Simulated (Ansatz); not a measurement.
# Si₂P+ (triplet): from Hartree-Fock to the top rungs, def2-TZVPP

The task here is to estimate one member of a computed series from the others.

Method: def2-TZVPP, core rule «outside noble gas», up to 15 orbitals frozen; program: Ansatz 0.2.0, Gaussian basis.

Plan: UHF; ROHF; CCSD(T) on UHF.

2 further runs of the same task are left out: 2 set aside as unsound or not needed.

### What is computed

The geometry is a PBE0/def2-TZVP stationary point (not a proven minimum) of the parent state, kept for this charge and spin.

3 atoms, charge 1, spin multiplicity 3.

Atoms are counted from 1 here; the program's logs count them from 0.

Bond lengths: Si1–P2 2.098 Å, P2–Si3 2.098 Å. Angles: Si1–P2–Si3 117.5°.

Set-up of the first run:

in.yaml reads:

```yaml
crystal:
  periodic: [false, false, false]
  atoms:
    - {symbol: Si, position_ang: [0.000000, -0.386578, 1.794001]}
    - {symbol: P, position_ang: [0.000000, 0.701061, 0.000000]}
    - {symbol: Si, position_ang: [0.000000, -0.386578, -1.794001]}
basis:
  gaussian: {orbitals: def2-TZVPP}
total_charge: 1
magnetization: {spin_polarized: true, initial_magnetization: 2}
hamiltonian: {xc: hf}
output: {orbitals: {seedname: orbitals}}
```

Command:

```sh
$ ansatz run in.yaml --threads 1 --pin off --events-out ev --progress --plain --max-ram 4096MiB --backend cpu
```

Steps of the session up to this table: UHF; ROHF; CCSD(T) on UHF.

One of the session's tables, all rows but one given; the rest of the session is left out.

It belongs to the step «Misses and costs». 

| method | from UCCSD(T) (kcal/mol) |
| --- | --- |
| ROHF | +212.64 |
| UHF | +207.75 |
| UMP2 | +39.93 |
| UCCSD | ? |
| UCCSD(T) | 0 |

Estimate the missing values for UCCSD.

The run gave: from UCCSD(T) (kcal/mol): +12.72. In the column «from UCCSD(T) (kcal/mol)» it lies between UCCSD(T) (0) and UMP2 (+39.93).
